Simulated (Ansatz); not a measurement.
# AlH2ClO (SMILES [OH][AlH][Cl]) at HSE06/STO-3G

Aim: the energy change on altering one bond length of AlH2ClO at HSE06/STO-3G, from 2 runs. 

The calculation is run with Ansatz 0.2.0.

77 further runs of the same task are left out: 5 that didn't finish, 72 set aside as unsound or not needed.

## 1. Starting point

AlH2ClO: 5 atoms, total charge 0, spin state singlet. SMILES: `[OH][AlH][Cl]`. The coordinates come from a PBE0-D4/def2-TZVP relaxation. This is one conformer, not always the lowest.

Bond lengths: O1–Al2 1.684 Å, Al2–Cl3 2.096 Å, O1–H4 0.956 Å, Al2–H5 1.563 Å. Angles: O1–Al2–Cl3 119.8°, O1–Al2–H5 119.3°, Cl3–Al2–H5 120.9°, Al2–O1–H4 124.3°.

## 2. A single-point energy at HSE06/STO-3G

Contents of molecule.yaml:

```yaml
crystal:
  periodic: [false, false, false]
  atoms:
    - symbol: O
      position_ang: [-1.110100, 0.370900, -0.514400]
    - symbol: Al
      position_ang: [0.431000, 0.184900, 0.137500]
    - symbol: Cl
      position_ang: [1.114900, -1.725400, 0.662800]
    - symbol: H
      position_ang: [-1.719500, -0.349100, -0.669500]
    - symbol: H
      position_ang: [1.333500, 1.445000, 0.342200]
basis:
  gaussian:
    orbitals: STO-3G
hamiltonian:
  xc: hse06
accuracy: high
```

The run is started by

```console
$ ansatz run molecule.yaml --threads 1 --pin off --max-ram 2610MiB --events-out events.jsonl --progress --plain --runs-dir runs
```

Log:

```text
Warning: RAYON_NUM_THREADS=1 ignored (pool sized by the plan → 1); use --threads N
Functional definition: HSE06
  name "HSE06"
  parameter a = 0.25
  parameter omega = 0.11/bohr
  exchange = pbe_x - a*pbe_x_sr(omega) + a*exact_x_sr(omega)
  correlation = pbe_c
456 factors; integrals over basis functions are off by at most 1.7e-8 eV
64 factors; integrals over basis functions are off by at most 1.2e-9 eV
mean field evaluation 1: about -20945.4514 eV, gradient 2.8e1 eV
mean field evaluation 2: about -20940.1839 eV, gradient 5.5e1 eV
mean field evaluation 4: about -20948.3841 eV, gradient 1.4e0 eV
mean field evaluation 8: about -20948.3720 eV, gradient 1.9e-3 eV
mean field evaluation 16: about -20948.3720 eV, gradient 4.4e-8 eV
mean field -20948.37202233 eV, -769.8384725040 hartree, gradient 4.4e-8 eV, S^2 0.000000; 0 other end points of the search recorded, 0 dependent functions left out
reference -20948.37202424 eV, -769.8384725741 hartree; 20, 20 occupied and 5, 5 virtual orbitals, 456 factors
Total energy: -20948.37202424 eV, -769.8384725741 hartree
```

Wall time 0.6 s (1 thread of AMD EPYC 9R45 (Zen 5), shared host).

## 3. The distorted shape

Contents of in.yaml:

```yaml
crystal:
  periodic: [false, false, false]
  atoms:
    - {symbol: O, position_ang: [-1.281073, 0.848468, -0.645723]}
    - {symbol: Al, position_ang: [0.260027, 0.662468, 0.006177]}
    - {symbol: Cl, position_ang: [1.114900, -1.725400, 0.662800]}
    - {symbol: H, position_ang: [-1.890473, 0.128468, -0.800823]}
    - {symbol: H, position_ang: [1.162527, 1.922568, 0.210877]}
basis:
  gaussian: {orbitals: STO-3G}
hamiltonian: {xc: hse06}
accuracy: high
```

The run is started by

```console
$ ansatz run in.yaml --threads 1 --pin off --max-ram 2610MiB --events-out events.jsonl --progress --plain --runs-dir runs
```

Log, shortened:

```text
Warning: RAYON_NUM_THREADS=1 ignored (pool sized by the plan → 1); use --threads N
[... 6 set-up lines as earlier in the session ...]
440 factors; integrals over basis functions are off by at most 2.3e-8 eV
68 factors; integrals over basis functions are off by at most 9.2e-10 eV
mean field evaluation 1: about -20943.1492 eV, gradient 2.9e1 eV
mean field evaluation 2: about -20934.8621 eV, gradient 6.4e1 eV
mean field evaluation 4: about -20946.7798 eV, gradient 3.0e0 eV
mean field evaluation 8: about -20946.7974 eV, gradient 5.9e-2 eV
mean field evaluation 16: about -20946.7974 eV, gradient 4.7e-8 eV
mean field -20946.79742953 eV, -769.7806072859 hartree, gradient 5.3e-8 eV, S^2 0.000000; 0 other end points of the search recorded, 0 dependent functions left out
reference -20946.79743151 eV, -769.7806073589 hartree; 20, 20 occupied and 5, 5 virtual orbitals, 440 factors
Total energy: -20946.79743151 eV, -769.7806073589 hartree
```

Wall time 0.58 s (1 thread of AMD EPYC 9R45 (Zen 5), shared host).

## 4. Results

Level: HSE06/STO-3G.

```
                                                           quantity          value
                                          first shape: total energy  -769.83847 Eh
                                      distorted shape: total energy  -769.78061 Eh
energy change with the Al2–Cl3 bond stretched from 2.096 to 2.620 Å       1.575 eV
```

**Reading.** With the Al2–Cl3 bond stretched from 2.096 to 2.620 Å the energy rises by 1.57 eV (152 kJ/mol). The first shape isn't relaxed at this level, so the change isn't measured from a minimum. The minimal basis adds a large error of its own.
